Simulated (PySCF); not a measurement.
**Field gradients at the hydrogen positions**

Compound: ethenethiol, C2H4S.
Cartesian coordinates in Å at the PBE0-D3(BJ)/def2-SVP level; atoms count from 1:
```
atom  x, y, z in Å
C1    -0.8405    0.3826    0.0583
C2     0.0314   -0.6291    0.0698
S3     1.7706   -0.5726    0.2650
H4    -0.5307    1.4246    0.1788
H5    -1.9063    0.1854   -0.0755
H6    -0.3156   -1.6611   -0.0543
H7     1.8829    0.7682    0.3890
```

Level: PBE0/pcSseg-1 (PySCF, non-relativistic); Q(2H) = 0.00286 b; rigid geometry, the same for H and D, with no vibrational averaging.

Question: Rank these positions by the coupling χzz of a deuteron there, largest first.
A. H5 (vinylic hydrogen)
B. H7 (S–H hydrogen)
C. H6 (vinylic hydrogen)

Answer: A (208 kHz), C (200 kHz), B (147 kHz).

Question: Give the electric field gradient Vzz (the principal value of largest size), its asymmetry and the 2H coupling at each hydrogen.

Answer: 
```csv
atom,bonded to,bond length (Å),Vzz (au),η,χzz (kHz)
H4,C1,1.094,0.3070,0.08,206
H5,C1,1.092,0.3098,0.08,208
H6,C2,1.096,0.2974,0.10,200
H7,S3,1.351,0.2189,0.19,147
```

Question: Average by the element that carries the hydrogen.

Answer: on C: 205 kHz over 3 positions, mean bond length 1.094 Å; on S: 147 kHz over 1 position, mean bond length 1.351 Å.

Question: A static deuteron (I = 1) shows a doublet split by (3/2)χ, (3/4)χ(1 + η) and (3/4)χ(1 − η) with the field along z, y and x of the gradient. What are these for H6?

Answer: With |χ| = 199.9 kHz and η = 0.095: 300, 164 and 136 kHz, to first order and without motion.

One conformer (not necessarily the lowest) at the PBE0-D3(BJ)/def2-SVP geometry, without solvent, vibrations or thermal averaging. The small basis limits the accuracy of the gradients.
